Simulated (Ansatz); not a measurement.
**A rate constant, worked out**

An elementary step of BH₅F₂, closed shell (BH₃ + HF + HF → BH₂F ([BH2][F]) + HF + H₂; B–H, H–F, H–F broken or loosened, B–F, H–H, H–F formed or tightened). The start structure is the complex of the reactants, bound by 0.50 eV, and the electronic barrier above it is 0.376 eV by CCSD(T) at an estimated basis limit (MP2 extrapolated from triple and quadruple zeta, plus CCSD(T) − MP2 in triple zeta). Computed with Ansatz 0.2.0 (basis: def2-TZVPP and def2-QZVPP); correlated methods freeze the cores. Extrapolation: Hartree–Fock as exp(−7.88 √X), correlation as X^−2.97. Harmonic wavenumbers at PBE0-D4/def2-TZVP (Ansatz 0.2.0), in cm⁻¹:

Start: 118, 234, 323, 390, 536, 728, 765, 832, 889, 1143, 1158, 1201, 1251, 2373, 2594, 2683, 3276, 3553.

Saddle: 1099i, 115, 492, 637, 781, 923, 935, 1030, 1121, 1149, 1177, 1276, 1639, 1765, 2060, 2166, 2591, 2682.

(1) Work out the transition-state-theory rate constant at 300 K from these numbers alone (harmonic vibrations; rotation, path degeneracy and anharmonicity left out), and the Wigner tunnelling factor. Use 1 cm⁻¹ = 1.2398 × 10⁻⁴ eV and k_B = 8.617 × 10⁻⁵ eV/K.

T1 diagnostic: at most 0.012.

## Answers

(1) Zero-point energies, half the sums: start 24047/2 cm⁻¹ = 1.4907 eV; saddle, real modes only, 22539/2 cm⁻¹ = 1.3972 eV.
Barrier with zero-point energy: 0.376 + 1.3972 − 1.4907 = 0.2825 eV.
k_BT = 0.02585 eV, so the barrier is 10.93 k_BT.
Vibrational partition functions from the zero-point level, ln q = −Σ ln(1 − exp(−hν/k_BT)): start 1.822, saddle 1.075.
k = (k_BT/h) exp(ln q‡ − ln q) exp(−E0/k_BT), with log₁₀(k_BT/h in s⁻¹) = 12.80: log₁₀ k = 12.80 + (-0.747 − 10.93)/2.3026 = 7.73, so k ≈ 5 × 10^(7) s⁻¹.
Wigner factor: 1 + (hν‡/k_BT)²/24 = 1 + (5.27)²/24 = 2.16, too large for this simple formula to be trusted. A change of 1 kcal/mol (0.043 eV) in the barrier would change k by a factor of 5.4 at this temperature.

Labels in which every atom is bracketed show which atoms are joined, not bond orders.

For scale, one of the runs: CCSD(T)/def2-TZVPP, 163 basis functions (an equivalent command: `ansatz run in.yaml --threads 2`). Hardware: 2 CPU threads, shared host. Wall time 16 s; peak host memory 1.5 GiB.
